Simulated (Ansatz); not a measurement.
**C3H6F2O: a ladder of functionals and wavefunction methods**

An exercise on one series of results from a longer session: the logs are not shown, and one member is left open.

Method: functionals in def2-TZVPP, the program's frozen cores in correlated methods; program: Ansatz 0.2.0, Gaussian basis.

Plan: PBE-D4, r2SCAN-D4, PBE0-D4, B3LYP-D4, ωB97X-V, ωB97M-V, B2PLYP; CCSD(T)/def2-TZVPP; MP2/def2-QZVPP; extrapolation to the limit.

## The geometry

All runs share one geometry, relaxed beforehand with PBE0-D4 in a triple-zeta def2 set.

SMILES `COC(C)(F)F`, 12 atoms, charge 0, spin multiplicity 1.

Atoms are counted from 1 here; the program's logs count them from 0.

Bond lengths: C1–O2 1.415 Å, C1–H7 1.088 Å, C1–H8 1.095 Å, C1–H9 1.093 Å, O2–C3 1.361 Å, C3–C4 1.506 Å, C3–F5 1.369 Å, C3–F6 1.347 Å, C4–H10 1.089 Å, C4–H11 1.090 Å, C4–H12 1.089 Å. Angles: O2–C1–H7 106.0°, O2–C1–H8 111.6°, O2–C1–H9 111.3°, H7–C1–H8 108.8°, H7–C1–H9 109.1°, H8–C1–H9 109.8°, C1–O2–C3 116.3°, O2–C3–C4 116.5°, O2–C3–F5 109.6°, O2–C3–F6 105.2°, C4–C3–F5 108.9°, C4–C3–F6 109.9°, F5–C3–F6 106.2°, C3–C4–H10 108.8°, C3–C4–H11 109.4°, C3–C4–H12 110.7°, H10–C4–H11 109.5°, H10–C4–H12 108.7° and more.

Set-up of the first run:

File in.yaml:

```yaml
crystal:
  periodic: [false, false, false]
  atoms:
    - {symbol: C, position_ang: [-0.855782, -1.349983, -0.368037]}
    - {symbol: O, position_ang: [-1.088128, -0.186182, 0.401676]}
    - {symbol: C, position_ang: [-0.266603, 0.871211, 0.158108]}
    - {symbol: C, position_ang: [1.206036, 0.642501, 0.376916]}
    - {symbol: F, position_ang: [-0.460247, 1.318211, -1.121700]}
    - {symbol: F, position_ang: [-0.704316, 1.852832, 0.969807]}
    - {symbol: H, position_ang: [-1.688460, -2.019087, -0.160216]}
    - {symbol: H, position_ang: [0.076430, -1.845056, -0.078426]}
    - {symbol: H, position_ang: [-0.836807, -1.122640, -1.436825]}
    - {symbol: H, position_ang: [1.733070, 1.585282, 0.237205]}
    - {symbol: H, position_ang: [1.368725, 0.281335, 1.392118]}
    - {symbol: H, position_ang: [1.593081, -0.083725, -0.336828]}
basis:
  gaussian: {orbitals: def2-TZVPP}
hamiltonian: {xc: pbe, dispersion: d4}
output: {forces: true, orbitals: {seedname: orbitals}}
```

Started as:

```sh
ansatz run in.yaml --threads 4 --pin off --events-out ev --progress --plain --max-ram 10444MiB
```

Among the steps run: PBE-D4 (GGA); r2SCAN-D4 (meta-GGA); PBE0-D4 (hybrid); B3LYP-D4 (hybrid); ωB97X-V (range-separated); ωB97M-V (range-separated); B2PLYP (double hybrid); CCSD(T) in def2-TZVPP; MP2 in def2-QZVPP.

One of the session's tables, all rows but one given; the rest of the session is left out.

It belongs to the step «Atomisation energies». 

```
            method  atomisation energy (kJ/mol)
            PBE-D4                       4880.9
         r2SCAN-D4                       4765.8
           PBE0-D4                       4764.0
          B3LYP-D4                       4731.1
           ωB97X-V                       4757.6
           ωB97M-V                       4762.0
            B2PLYP                       4693.3
     HF/def2-TZVPP                       3404.3
    MP2/def2-TZVPP                       4737.2
   CCSD/def2-TZVPP                       4552.4
CCSD(T)/def2-TZVPP                            ?
           MP2/CBS                       4854.1
       CCSD(T)/CBS                       4744.4
```

Estimate the missing values for CCSD(T)/def2-TZVPP.

As computed: atomisation energy (kJ/mol): 4627.5. In the column «atomisation energy (kJ/mol)» it lies between CCSD/def2-TZVPP (4552.4) and B2PLYP (4693.3).

Caveats from the session: Free atoms (3 C, 1 O, 2 F, 6 H) were run apart at each level; the atomisation energy is their sum less the molecule, without zero-point or spin-orbit terms.
